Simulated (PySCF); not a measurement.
hydrogen sulfide cation (H2S), SMILES S (connectivity only; charge and spin as stated), charge +1, multiplicity 2. Atoms are numbered in the order given.

```xyz
3

S      0.0000     0.0000     0.1060
H      0.0000    -0.9915    -0.8480
H      0.0000     0.9915    -0.8480
```
Charge +1, spin multiplicity 2.

Geometry: PBE-D3(BJ)/def2-TZVPD. The multiplicity is an assumed one; other spin states were not compared.

Method: PBE-D3(BJ)/def2-TZVPD in PySCF.

Frequencies are harmonic and unscaled.

```
mode  ν (cm⁻¹)  IR (km/mol)  moving atoms (share of kinetic energy)
----  --------  -----------  --------------------------------------
1         1141          3.3                                  H 97 %
2         2495         58.8                                  H 97 %
3         2498         89.8                                  H 97 %
```
